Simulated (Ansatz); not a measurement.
Ansatz (a first-principles code) input (B3LYP-D3(BJ)/def2-TZVP):

Ansatz 0.2 input:
```yaml
crystal:
  periodic: [false, false, false]
  atoms:
    - {symbol: O, position_ang: [0.12925407, 1.84537697, -0.10287441]}
    - {symbol: C, position_ang: [0.04228395, 0.61801038, 0.31450183]}
    - {symbol: H, position_ang: [0.03638338, 0.51618933, 1.47415723]}
    - {symbol: C, position_ang: [-1.27435935, -0.13899664, -0.12702060]}
    - {symbol: C, position_ang: [1.23693002, -0.31850715, -0.12999805]}
    - {symbol: H, position_ang: [-1.30783840, -0.20338524, -1.21444877]}
    - {symbol: H, position_ang: [1.25826563, -0.38739496, -1.21747830]}
    - {symbol: H, position_ang: [-2.14253743, 0.42691345, 0.20839016]}
    - {symbol: H, position_ang: [2.17744254, 0.11862291, 0.20314143]}
    - {symbol: H, position_ang: [-1.32266987, -1.14668574, 0.29415927]}
    - {symbol: H, position_ang: [1.14296734, -1.32295619, 0.29167933]}
basis:
  gaussian:
    orbitals: def2-TZVP
hamiltonian:
  xc: b3lyp
  dispersion: d3bj
total_charge: -1
relax: {f_tol: 0.002, max_steps: 150}
```

Output:

```
Functional definition: B3LYP
integrals: 0.07 GiB planned
999 factors; their error is unknown
mean field: 0.70 GiB planned
mean field evaluation 1: about -5268.1521 eV, gradient 5.3e1 eV
mean field evaluation 2: about -5251.4876 eV, gradient 1.0e2 eV
mean field evaluation 4: about -5274.2385 eV, gradient 4.3e0 eV
mean field evaluation 8: about -5274.2789 eV, gradient 1.4e-1 eV
mean field evaluation 16: about -5274.2607 eV, gradient 1.1e-4 eV
mean field -5274.26067892 eV, -193.8255049282 hartree, gradient 3.9e-5 eV, S^2 0.000000; 0 other end points of the search recorded, 0 dependent functions left out
the calculation of the forces begins
reference -5274.26093042 eV, -193.8255141703 hartree; 17, 17 occupied and 149, 149 virtual orbitals, 999 factors
relax step   1: F+E_penalty+E_count = -5274.56068384 eV  Δ(F+E_penalty+E_count) = +0.000e0 eV  max|allowed force component| = 9.024e-1 eV/Å  Δτ_max = 0.0000 Å  (28 SCF iters, accepted)
these checks for a lower state are left out or cut short: starts, cluster_reference, orbital_swaps, neighbouring_geometries, increment
integrals: 0.07 GiB planned
999 factors; their error is unknown
mean field: 0.70 GiB planned
mean field -5274.28380203 eV, -193.8263546865 hartree, gradient 1.8e-5 eV, S^2 0.000000; 0 other end points of the search recorded, 0 dependent functions left out
the calculation of the forces begins
reference -5274.28405377 eV, -193.8263639380 hartree; 17, 17 occupied and 149, 149 virtual orbitals, 999 factors
relax step   2: F+E_penalty+E_count = -5274.58310981 eV  Δ(F+E_penalty+E_count) = -2.243e-2 eV  max|allowed force component| = 6.028e-1 eV/Å  Δτ_max = 0.0373 Å  (31 SCF iters, accepted)
these checks for a lower state are left out or cut short: starts, cluster_reference, orbital_swaps, neighbouring_geometries, increment
integrals: 0.07 GiB planned
999 factors; their error is unknown
mean field: 0.70 GiB planned
mean field evaluation 32: about -5274.2912 eV, gradient 1.8e-5 eV
mean field -5274.29118747 eV, -193.8266260964 hartree, gradient 1.8e-5 eV, S^2 0.000000; 0 other end points of the search recorded, 0 dependent functions left out
the calculation of the forces begins
reference -5274.29143829 eV, -193.8266353142 hartree; 17, 17 occupied and 149, 149 virtual orbitals, 999 factors
relax step   3: F+E_penalty+E_count = -5274.59103338 eV  Δ(F+E_penalty+E_count) = -7.924e-3 eV  max|allowed force component| = 2.075e-1 eV/Å  Δτ_max = 0.0219 Å  (31 SCF iters, accepted)
these checks for a lower state are left out or cut short: starts, cluster_reference, orbital_swaps, neighbouring_geometries, increment
integrals: 0.07 GiB planned
999 factors; their error is unknown
mean field: 0.70 GiB planned
mean field -5274.29244366 eV, -193.8266722607 hartree, gradient 1.8e-5 eV, S^2 0.000000; 0 other end points of the search recorded, 0 dependent functions left out
the calculation of the forces begins
reference -5274.29269459 eV, -193.8266814823 hartree; 17, 17 occupied and 149, 149 virtual orbitals, 999 factors
relax step   4: F+E_penalty+E_count = -5274.59210948 eV  Δ(F+E_penalty+E_count) = -1.076e-3 eV  max|allowed force component| = 1.225e-1 eV/Å  Δτ_max = 0.0128 Å  (31 SCF iters, accepted)
these checks for a lower state are left out or cut short: starts, cluster_reference, orbital_swaps, neighbouring_geometries, increment
integrals: 0.07 GiB planned
999 factors; their error is unknown
mean field: 0.70 GiB planned
mean field -5274.29284081 eV, -193.8266868556 hartree, gradient 1.8e-5 eV, S^2 0.000000; 0 other end points of the search recorded, 0 dependent functions left out
the calculation of the forces begins
reference -5274.29309176 eV, -193.8266960781 hartree; 17, 17 occupied and 149, 149 virtual orbitals, 999 factors
relax step   5: F+E_penalty+E_count = -5274.59248081 eV  Δ(F+E_penalty+E_count) = -3.713e-4 eV  max|allowed force component| = 6.836e-3 eV/Å  Δτ_max = 0.0046 Å  (32 SCF iters, accepted)
these checks for a lower state are left out or cut short: starts, cluster_reference, orbital_swaps, neighbouring_geometries, increment
integrals: 0.07 GiB planned
999 factors; their error is unknown
mean field: 0.70 GiB planned
mean field -5274.29281865 eV, -193.8266860412 hartree, gradient 1.8e-5 eV, S^2 0.000000; 0 other end points of the search recorded, 0 dependent functions left out
the calculation of the forces begins
reference -5274.29306962 eV, -193.8266952642 hartree; 17, 17 occupied and 149, 149 virtual orbitals, 999 factors
relax step   6: F+E_penalty+E_count = -5274.59248740 eV  Δ(F+E_penalty+E_count) = -6.587e-6 eV  max|allowed force component| = 1.766e-3 eV/Å  Δτ_max = 0.0021 Å  (32 SCF iters, accepted)
integrals: 0.07 GiB planned
999 factors; their error is unknown
mean field: 0.70 GiB planned
mean field evaluation 64: about -5274.2672 eV, gradient 4.5e0 eV
mean field -5274.29281865 eV, -193.8266860412 hartree, gradient 1.8e-5 eV, S^2 0.000000; 1 other end points of the search recorded, 0 dependent functions left out
the calculation of the forces begins
reference -5274.29306962 eV, -193.8266952642 hartree; 17, 17 occupied and 149, 149 virtual orbitals, 999 factors
Total energy: -5274.59273837 eV, -193.8377078879 hartree
Atom 0 at     0.127766     1.822408    -0.143061 Å, force     0.000127     0.001766    -0.000157 eV/Å
Atom 1 at     0.039779     0.582793     0.316902 Å, force    -0.000052    -0.000893     0.001276 eV/Å
Atom 2 at     0.034848     0.494944     1.456844 Å, force     0.000022     0.000310    -0.000455 eV/Å
Atom 3 at    -1.277968    -0.137355    -0.114840 Å, force     0.000060    -0.001204     0.000851 eV/Å
Atom 4 at     1.240796    -0.317241    -0.117806 Å, force    -0.000248    -0.001182     0.000854 eV/Å
Atom 5 at    -1.314773    -0.185811    -1.210065 Å, force     0.000070    -0.000294    -0.000211 eV/Å
Atom 6 at     1.267758    -0.370277    -1.213106 Å, force    -0.000101    -0.000279    -0.000213 eV/Å
Atom 7 at    -2.129808     0.460353     0.221647 Å, force    -0.001084     0.000211    -0.000323 eV/Å
Atom 8 at     2.169718     0.153303     0.216560 Å, force     0.001096     0.000051    -0.000325 eV/Å
Atom 9 at    -1.376670    -1.156149     0.292070 Å, force    -0.000201     0.000772    -0.000645 eV/Å
Atom 10 at     1.194675    -1.339780     0.289066 Å, force     0.000312     0.000741    -0.000654 eV/Å
Dipole moment:    -0.054868    -0.768921     0.039306 e Å
```

It need not be the lowest isomer of its formula. Whether it binds its extra electron was not tested at this geometry.
